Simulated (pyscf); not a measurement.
PySCF, gas phase, ωB97X-D3(BJ)/def2-SVP geometries. Correlated levels are frozen-core, on RHF or UHF. ΔMP2 is the change of the MP2 total energy from the triple- to the quadruple-zeta basis.

Question: For `[PH]=[GaH]` + `[SiH4]` → `[SiH3][PH][GaH2]`, an addition across a multiple bond or ene-type step (singlet surface; H–Si broken, P–Si, Ga–H formed), PBE/def2-TZVP gives ΔE‡ = 9.4 kcal/mol and ΔE = -30.8 kcal/mol (zero: the separated reactants). In which direction and how far do B3LYP-D3(BJ)/def2-TZVP, PBE0-D3(BJ)/def2-TZVP, CCSD(T)/def2-TZVPP + ΔMP2(QZVPP) move these?

Answer: B3LYP-D3(BJ): ΔE‡ = 13.3 kcal/mol, ΔE = -31.9 kcal/mol; PBE0-D3(BJ): ΔE‡ = 8.0 kcal/mol, ΔE = -36.5 kcal/mol; CCSD(T): ΔE‡ = 11.8 kcal/mol, ΔE = -33.3 kcal/mol. PBE's barrier lies among them. Its reaction energy lies over all of them, by 1.1 to 5.7 kcal/mol. On the reactant side the descent ends in a complex, 5.0 kcal/mol under the separated species and 13.6 kcal/mol under the saddle at ωB97X-D3(BJ)/def2-TZVP. At the saddle there is also a short Ga–Si contact that neither side keeps. At ωB97X-D3(BJ)/def2-TZVP the barrier from the zero used here is 8.6 kcal/mol. HP=GaH lies 17.6 kcal/mol over its isomer H₂P–Ga [singlet] (electronic energy, ωB97M-D3(BJ)/def2-TZVP). This is the saddle that the search found; another between the same sides may lie lower. The CCSD(T) − MP2 part came from Ansatz, without density fitting, on the same reference. The frozen core leaves the outer d or s,p core shells of the metals and heavy elements correlated in the MP2 and CC values, and def2-TZVPP describes them poorly, which can shift differences by a few kcal/mol. Elements up to Kr have no core potential and no relativistic terms here.
